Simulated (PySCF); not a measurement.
Work out the structure from these simulated measurements.

Elements present: C, H, P and S. Monoisotopic mass: 116.9922 u (electron mass counted); charge +1.

* NMR, other nuclei: isotropic shieldings of nuclei other than C and H, by class: 434 (1 P), 181 (1 S) ppm [GIAO PBE0/pcSseg-1]
* Rotational structure: rotational constants A, B, C: 6.724, 1.446, 1.203 GHz [GFN2-xTB]
* 13C NMR: chemical shifts (computed TMS as zero) by class: 155.1 (1 C), 145.5 (1 C), 134.6 (1 C), 92.3 (1 C) ppm [GIAO PBE0/pcSseg-1]
* Triplet: lowest triplet excitation (Tamm–Dancoff): 3.67 eV [TDA PBE0/def2-SVPD]
* 1H NMR: chemical shifts (computed TMS as zero) by class: 8.39 (1 H), 8.29 (1 H), 7.63 (1 H), 6.64 (3 H) ppm [GIAO PBE0/pcSseg-1]
* Polarisability: 79.7 au [PBE0/def2-SVPD]
* UV, first state: lowest singlet excitation: 5.10 eV (243 nm, f = 0.027) [TDDFT PBE0/def2-SVPD]

Gas-phase values; electronic properties from PySCF, density fitting. Levels stand in brackets. Geometry: GFN2-xTB; no solvent, vibrations or thermal averaging. GFN2-xTB frequencies show an imaginary mode (22i cm⁻¹), so this geometry is no minimum at that level. NMR classes are plain means over equivalent atoms (diastereotopic ones count apart unless rotation or inversion swaps them), as if these changed places fast.

Question: Which formula fits the mass and the elements?

Answer: C4H6PS (calculated 116.9922). No other formula that holds each of these elements comes within 0.0003 u with a fitting electron parity and a possible valence count.

Question: Give a SMILES that accounts for the data.

Answer: Numbering: `[PH3+:1][c:2]1[cH:3][cH:4][s:5][cH:6]1`. 4 carbons fall into 4 classes; from least to most shielded: aromatic CH next to a ring sulfur [C6] (155.1 ppm), aromatic CH next to a ring sulfur [C4] (145.5 ppm), aromatic CH carbon [C3] (134.6 ppm), substituted aromatic carbon [C2] (92.3 ppm). Hydrogen classes from least to most shielded: 1 H on an aromatic CH next to a ring sulfur, C6 (8.39 ppm), 1 H on an aromatic CH next to a ring sulfur, C4 (8.29 ppm), 1 H on an aromatic CH carbon, C3 (7.63 ppm), 3 H on a phosphonium phosphorus, P1 (6.64 ppm). The other shieldings belong to: 434 ppm, phosphonium phosphorus [P1]; 181 ppm, thiophene-type sulfur [S5]. S1 is mainly HOMO→LUMO (weight 0.94); the largest Löwdin shares of the orbital it empties are 0.28 on an aromatic CH next to a ring sulfur, 0.24 on an aromatic CH next to a ring sulfur, 0.23 on the aromatic CH carbon and 0.10 on the substituted aromatic carbon, of the orbital it fills 0.24 on an aromatic CH next to a ring sulfur, 0.20 on the phosphonium phosphorus, 0.19 on the thiophene-type sulfur and 0.14 on the substituted aromatic carbon. By its constants the optimised geometry is an asymmetric top. Structure: `[PH3+]c1ccsc1`. The assignments are read from this structure; whether some other isomer fits the data as well wasn't checked.
